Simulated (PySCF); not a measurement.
Gas-phase reaction: 3 SiCl₂ + HF + SiH₄ ⇌ 3 SiHCl₂ + SiH₂F

Energies from PySCF (xtb for GFN2), thermal terms from the rigid-rotor harmonic-oscillator model, ideal gas at 1 bar. † marks an energy on the PBE0/def2-TZVP geometry and frequencies; other levels use their own. Open shells (unrestricted): SiHCl₂ (multiplicity 2), SiH₂F (multiplicity 2); the rest are closed-shell singlets. GFN2 has no spin-polarisation term. B3LYP is the form with VWN-RPA correlation. SiHCl₂, SiH₂F: computed as isolated molecules; such fragments, hydroxides, amides, oligomers or adducts are transient or little studied in the gas. The harmonic model lacks anharmonicity and excited electronic states, which grow with temperature; levels with a mode under 35 cm⁻¹ are left out.

```csv
level,"ΔE electronic, kJ","ΔH°(298 K), kJ","ΔS°(298 K), J/K","ΔG°(1600 K), kJ"
B3LYP/def2-TZVP†,104,102,-84,229
GFN2-xTB,74,74,-77,186
PBE/def2-TZVP†,91,89,-84,217
PBE0/def2-QZVP†,62,60,-84,188
LDA/def2-TZVP†,97,95,-84,223
```
ΔH° is lowest at PBE0/def2-QZVP† and highest at B3LYP/def2-TZVP†. No reference value is set beside these.
